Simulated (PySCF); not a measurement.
How the method moves the HOMO and LUMO of diethyl ketone

Compound: diethyl ketone, C5H10O.
Structure used (PBE0-D3(BJ)/def2-SVP), in Å, numbered top down from 1:
```
atom  x, y, z in Å
C1     2.534   -0.334    0.226
C2     1.201   -0.158   -0.472
C3     0.034   -0.007    0.483
O4     0.188   -0.028    1.681
C5    -1.335    0.171   -0.141
C6    -2.447    0.328    0.877
H7     3.354   -0.422   -0.501
H8     2.745    0.518    0.888
H9     2.531   -1.235    0.857
H10    0.978   -1.009   -1.141
H11    1.205    0.725   -1.136
H12   -1.283    1.039   -0.822
H13   -1.515   -0.694   -0.805
H14   -3.419    0.469    0.383
H15   -2.260    1.192    1.531
H16   -2.512   -0.556    1.527
```

Basis pcSseg-1 throughout (PySCF), one geometry. Geometry: PBE0-D3(BJ)/def2-SVP, one conformer, isolated molecule.

**Question.** How do the orbital energies, the gap and the dipole change with the method?

**Answer.** 
| method | kind | HOMO (eV) | LUMO (eV) | gap (eV) | μ (D) | SCF cycles |
| --- | --- | --- | --- | --- | --- | --- |
| BLYP | GGA | -5.48 | -1.28 | 4.20 | 2.58 | 14 |
| OPBE | GGA | -5.49 | -1.30 | 4.19 | 2.58 | 14 |
| PBE | GGA | -5.57 | -1.41 | 4.17 | 2.58 | 14 |
| B97-D | GGA | -5.60 | -1.33 | 4.27 | 2.62 | 14 |
| BP86 | GGA | -5.70 | -1.49 | 4.20 | 2.61 | 14 |
| KT3 | GGA | -5.74 | -1.35 | 4.39 | 2.53 | 14 |
| LDA | LDA | -5.75 | -1.63 | 4.12 | 2.69 | 13 |
| KT2 | GGA | -5.78 | -1.35 | 4.43 | 2.55 | 14 |
| B97-2 | global hybrid | -6.90 | -0.34 | 6.56 | 2.72 | 13 |
| B3LYP | global hybrid | -6.94 | -0.52 | 6.42 | 2.71 | 13 |
| PBE0 | global hybrid | -7.18 | -0.25 | 6.94 | 2.73 | 13 |
| mPW1PW91 | global hybrid | -7.23 | -0.27 | 6.96 | 2.75 | 13 |
| CAM-B3LYP | range-separated hybrid | -8.64 | 0.98 | 9.62 | 2.77 | 13 |
| BHandHLYP | global hybrid | -8.73 | 1.02 | 9.75 | 2.87 | 12 |
| wB97X-D | range-separated hybrid | -9.11 | 1.62 | 10.73 | 2.78 | 13 |
| LC-wPBE | range-separated hybrid | -9.95 | 2.22 | 12.16 | 2.80 | 13 |
| HF | Hartree–Fock | -11.12 | 3.92 | 15.03 | 3.09 | 10 |

The HOMO spans 5.64 eV, from BLYP down to HF, and the gap runs from 4.12 eV (LDA) to 15.03 eV (HF). Over the methods BLYP (0 %), OPBE (0 %), PBE (0 %), B97-D (0 %), BP86 (0 %), KT3 (0 %), LDA (0 %), KT2 (0 %), B97-2 (21 %), B3LYP (20 %), PBE0 (25 %), mPW1PW91 (25 %), BHandHLYP (50 %), HF (100 %), a straight line through the gap against the share of exact exchange rises by 1.08 eV for each 10 % (correlation coefficient 1.000). The dipole ranges from 2.53 D (KT3) to 3.09 D (HF). This basis has no diffuse functions.

The vertical ΔSCF ionisation energy at B3LYP/def2-SVPD is 9.42 eV; −ε(HOMO) comes closest to it with wB97X-D (9.11 eV).
